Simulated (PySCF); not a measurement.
# How good is the calculation?

Mapped SMILES: `[CH:1]#[C:2][C:3]#[CH:4]`. Each H is labelled by its parent atom.

What is known from experiment:  Coupling constants: $^{1}J$(C1,C2) 190.3 Hz, $^{1}J$(C2,C3) 153.4 Hz, $^{1}J$(C1,H(C1)) 259.0 Hz.

Computed data (PySCF 2.14): PBE0-D3(BJ)/def2-TZVP structure, shieldings: GIAO PBE0/pcSseg-2, spin–spin couplings from B3LYP/pcJ-2. No relativistic terms, no solvent model, one averaged value for each set of equivalent atoms, a single conformation.

Question: What does the calculation give, and how does it compare?

Answer: 
Coupling constants in Hz:
| coupling | reference | computed | source |
| --- | --- | --- | --- |
| $^{1}J$(C1,C2) | 190.3 | 223.3 | measured; solution (compiled); Pretsch, Buehlmann, Badertscher, Structure Determination of Organic Compounds, 4th ed., Springer 2009 |
| $^{1}J$(C2,C3) | 153.4 | 169.5 | measured; solution (compiled); Pretsch, Buehlmann, Badertscher, Structure Determination of Organic Compounds, 4th ed., Springer 2009 |
| $^{1}J$(C1,H(C1)) | 259.0 | 279.7 | measured; liquid or solution (compiled); San Fabian, Garcia de la Vega, Suardiaz et al., Magn. Reson. Chem. 2013, 51, 775 (SI) |
